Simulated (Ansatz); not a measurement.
bcc Ba, treated with r²SCANh (Ansatz, a first-principles code, plane waves, PAW).

Run with plane-wave cutoff 520 eV, 10×10×10 k mesh, Fermi–Dirac smearing 0.05 eV, scalar-relativistic PAW data made under PBE.

Computed at the level's own relaxed cell.

### Question
What does this level give for the equilibrium volume per atom, bulk modulus and lattice parameter a?

### Answer

equilibrium volume per atom: 66.43 Å³/atom
bulk modulus: 7.70 GPa
lattice parameter a: 5.103 Å

Measured, for comparison: equilibrium volume per atom 62.31 Å³/atom (low-temperature or extrapolated to 0 K; zero-point anharmonic expansion removed; as tabulated in Csonka et al. (2009), arXiv:0903.4037); bulk modulus 9.34 GPa (corrected for temperature and zero-point phonon effects, our sources range from 9.34 to 10.6; as tabulated in Levämäki et al. (2014), arXiv:1402.3671); lattice constant a 4.995 Å (low-temperature or extrapolated to 0 K; zero-point anharmonic expansion removed, our sources range from 4.995 to 5.004; as tabulated in Csonka et al. (2009), arXiv:0903.4037). Computed (rounded) less measured: equilibrium volume per atom +6.6 %, bulk modulus -18 % (-18 % to -27 % over the range), lattice constant a +2.2 % (+2.0 % to +2.2 % over the range).

Spin–orbit coupling is not included.

Computed values are for the static lattice.
